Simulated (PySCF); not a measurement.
Species: C5H9 (doublet state).
Cartesian coordinates in Å at the GFN2-xTB level; atoms count from 1:
```
atom  x, y, z in Å
C1     1.925   -0.871   -0.121
C2     1.304    0.073    0.563
C3     0.310    1.037   -0.035
C4    -1.039    0.592    0.394
C5    -1.825   -0.368   -0.407
H6     1.797   -0.976   -1.186
H7     2.593   -1.572    0.351
H8     1.437    0.157    1.634
H9     0.392    1.024   -1.123
H10    0.520    2.046    0.333
H11   -1.322    0.750    1.422
H12   -1.536   -1.406   -0.191
H13   -2.887   -0.280   -0.184
H14   -1.670   -0.208   -1.474
```

The hyperfine couplings belong to this conformer and change with its torsions.

As a line formula: `C=CC[CH]C` [radical].

Method used: PySCF 2.14.0, UKS B3LYP, pcH-1 on C H, non-relativistic, mean-field spin-orbit, GIAO. The structure is a single GFN2-xTB conformer in the gas phase; no vibrational or solvent corrections. A GFN2-xTB geometry isn't a minimum of the functional, and hyperfine couplings can be far from their values at a DFT geometry. The SCF solution wasn't tested for stability.

Mulliken spin populations: C1 +0.056, C2 +0.012, C3 -0.070, C4 +1.007, C5 -0.083, H6 -0.001, H7 0.000, H8 0.000, H9 +0.007, H10 +0.021, H11 -0.043, H12 +0.068, H13 +0.015, H14 +0.012.

Give the computed dipolar 1H tensors of H6, H7, H8, H9, H10, H12, H13, H14.

```tsv
atom	position	distance from C4 (Å)	T1 (MHz)	T2	T3
H6	4 bonds from C4	3.61	-2.00	-0.24	2.24
H7	4 bonds from C4	4.23	-2.66	-1.01	3.67
H8	γ, 3 bonds from C4	2.80	-3.81	-2.55	6.36
H9	β, 2 bonds from C4	2.13	-5.07	-3.83	8.91
H10	β, 2 bonds from C4	2.13	-5.03	-4.66	9.69
H12	β, 2 bonds from C4	2.14	-5.02	-2.98	8.00
H13	β, 2 bonds from C4	2.12	-4.92	-4.53	9.45
H14	β, 2 bonds from C4	2.13	-4.81	-4.14	8.95
```

Estimate them with point dipoles: put each population ρk at its nucleus, leave out the nucleus itself and the atom bound to it, and sum T = Σ [ρk/(2S)]·C·(3 n nᵀ − 1)/r³ with C = μ0 gₑ μB g_N μN/(4π h) = 79.06 MHz Å³.

| atom | T1 (MHz) | T2 | T3 | T3, computed | difference in T3 (%) |
| --- | --- | --- | --- | --- | --- |
| H6 | -1.57 | -1.47 | 3.04 | 2.24 | +35 |
| H7 | -1.08 | -0.96 | 2.04 | 3.67 | -44 |
| H8 | -3.73 | -2.20 | 5.93 | 6.36 | -7 |
| H9 | -7.92 | -7.70 | 15.62 | 8.91 | +75 |
| H10 | -8.19 | -7.63 | 15.82 | 9.69 | +63 |
| H12 | -8.06 | -7.47 | 15.53 | 8.00 | +94 |
| H13 | -8.97 | -6.69 | 15.65 | 9.45 | +66 |
| H14 | -8.78 | -6.74 | 15.52 | 8.95 | +73 |

In T3 the estimate is closest for H8 (-7 %, 2.80 Å from C4) and worst for H12 (+94 %, 2.14 Å).

If all the spin sat on C4, T∥ = 2C/r³. What distance does the computed T3 of H8 then imply?

r = (2 × 79.06/6.36)^(1/3) = 2.92 Å, against 2.80 Å in the structure.

The run took 69 s wall (grids of density and orbitals included) on Intel Xeon at 2.50 GHz, one thread, shared host, and the process peaked at 0.84 GiB of memory.
